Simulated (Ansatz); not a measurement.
A made-up structure of C₂H₄B, doublet:

B1  (0.321, -0.094, 0.632)
C2  (0.357, 0.436, -0.731)
C3  (-0.897, -0.185, -0.382)
H4  (-1.915, -0.455, -0.506)
H5  (1.167, 0.604, -1.423)
H6  (0.003, 0.577, 1.510)
H7  (1.108, -0.862, 0.970)
(Å)

It is relaxed with PBE-D4/def2-SVP and then PBE0-D4/def2-TZVP (Ansatz 0.2.0). Atoms count as bonded within 1.22 times the sum of their covalent radii (H–H: 0.88 Å). The end point is not checked to be a true minimum.

Task: Does its bonding change? (Judge from chemistry; the calculation decides.)

Result: Computed: No: no bond forms or breaks.

Where it ends: The first stage lowers the energy by 1.14 eV in 10 steps. It ends as C₂H₄B ([BH2]1[CH][CH]1):
```xyz
7
angstrom
B 0.3190 -0.0886 0.7732
C 0.3351 0.3094 -0.8143
C -0.7883 -0.1481 -0.4340
H -1.8444 -0.3048 -0.5837
H 1.0282 0.5748 -1.5964
H -0.1585 0.4920 1.7150
H 1.2518 -0.8137 1.0101
```

Labels in which every atom is bracketed show which atoms are joined, not bond orders.

For scale, one of the runs: PBE0-D4/def2-TZVP relaxation, 117 basis functions, launched by `ansatz run in.yaml --threads 2 --pin off --events-out ev --progress --plain --max-ram 4352MiB`. Hardware: 2 CPU threads of an Arm Neoverse V2, shared host. Wall time about 17 s.
